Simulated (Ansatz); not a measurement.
Results of BLYP (Ansatz, a first-principles code, PAW) for bcc Na.

Settings: plane-wave cutoff 520 eV, 18×18×18 k mesh, Fermi–Dirac smearing 0.05 eV, scalar-relativistic PAW data made under PBE.

The volume scan:

```tsv
V (Å³/atom)	E − E_lowest (meV/atom)	P (GPa)
34.986	3.34	0.504
35.730	1.44	0.319
36.475	0.35	0.152
37.219	0.00	0.000
37.964	0.32	-0.137
38.708	1.26	-0.262
39.452	2.74	-0.376
```

**Question.** What bulk modulus B0 and pressure derivative B′ does a third-order Birch–Murnaghan fit give?

**Answer.** V0 = 37.220 Å³/atom, B0 = 7.22 GPa, B′ = 3.9 (fit to the energies at full precision).

Measured, for comparison: bulk modulus 7.9 GPa (0 K value with the zero-point phonon effect removed, our sources range from 7.63 to 7.91; as tabulated in Mejia-Rodriguez and Trickey (2018), arXiv:1807.09216); equilibrium volume per atom 37.42 Å³/atom (static lattice: zero-point anharmonic expansion removed; as tabulated in Mejia-Rodriguez and Trickey (2018), arXiv:1807.09216). Computed (rounded) less measured: bulk modulus -9 % (-5 % to -9 % over the range), equilibrium volume per atom -0.5 %.

The computed numbers hold no vibrational or temperature effects.
